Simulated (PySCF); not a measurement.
A single Cl atom.

Basis set: cc-pV(T+d)Z (spherical functions). Frozen core: 5 orbitals. Charge -1, multiplicity 1.

Starred EOM-CCSD(T)(a) on the restricted Hartree–Fock determinant with PySCF 2.14.0; the energies are vertical.

Question: The solver was asked for the few lowest roots only. Give the ionization energies of singlet Cl(-) among them whose weight of singles is over 0.7.

Answer:

| root | energy (eV) | weight of singles |
| --- | --- | --- |
| 1 | 3.09 | 0.96 |
| 2 | 3.09 | 0.96 |
| 3 | 3.09 | 0.96 |

Higher main lines weren't sought. Caution: no diffuse functions for an anion.
